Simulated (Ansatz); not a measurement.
Take a crystal in which Mg has been replaced by Zn on all its sites, with the cell rescaled by a rough guess (in some cases also distorted within its space group) and nothing relaxed:

```xyz
2
Lattice="3.8344 0.0000 0.0000 0.0000 3.8344 0.0000 0.0000 0.0000 3.8344" Properties=species:S:1:pos:R:3 pbc="T T T"
Ca    0.0000    0.0000    0.0000
Zn    1.9172    1.9172    1.9172
```

These are results of DFT PBEsol, scalar-relativistic, plane waves, PAW (Ansatz), not measurements.

Plane waves to 420 eV, a k mesh through Γ of 12×12×12 on the computed 2-atom cell and Gaussian smearing (0.10 eV); no spin polarisation.

Task: What pressure does the cell carry?

Result: The pressure is -4.6 GPa (positive in compression), so the cell would contract.

Task: Is it a metal on this mesh?

Result: Yes, a band crosses the Fermi level.

Task: What is its energy against the elements in their standard states?

Result: -0.131 eV/atom at this unrelaxed geometry, with the elements in the same functional.